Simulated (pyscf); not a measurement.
`[OH][Sb]([OH])[OH]` + `[H][H]` → `[OH][SbH][OH]` + `[OH2]` (four-centre exchange; singlet surface; O–Sb, H–H broken, H–Sb, H–O formed). Single points on ωB97X-D3(BJ)/def2-SVP structures (PySCF, gas phase). Energies in eV from the separated reactants.

```
level                      barrier  reaction energy
----------------------  ----------  ---------------
ωB97X-D3(BJ)/def2-TZVP        1.67            +0.47
PBE/def2-TZVP           (withheld)            +0.44
B3LYP-D3(BJ)/def2-TZVP        1.60            +0.46
M06-2X/def2-TZVP        (withheld)       (withheld)
ωB97M-D3(BJ)/def2-TZVP        1.65            +0.41
HF/def2-TZVP                  2.27            +0.23
```

**Question.** What belongs in the gaps?

**Answer.** 
- PBE/def2-TZVP, barrier: 1.40
- M06-2X/def2-TZVP, barrier: 1.76
- M06-2X/def2-TZVP, reaction energy: +0.59

The functionals in the table span 0.36 eV in this barrier, from PBE to M06-2X. At the saddle there is also a short H–Sb contact that neither side keeps. This is the saddle that the search found; another between the same sides may lie lower. Elements past Kr carry the def2 core potentials, without spin-orbit coupling.
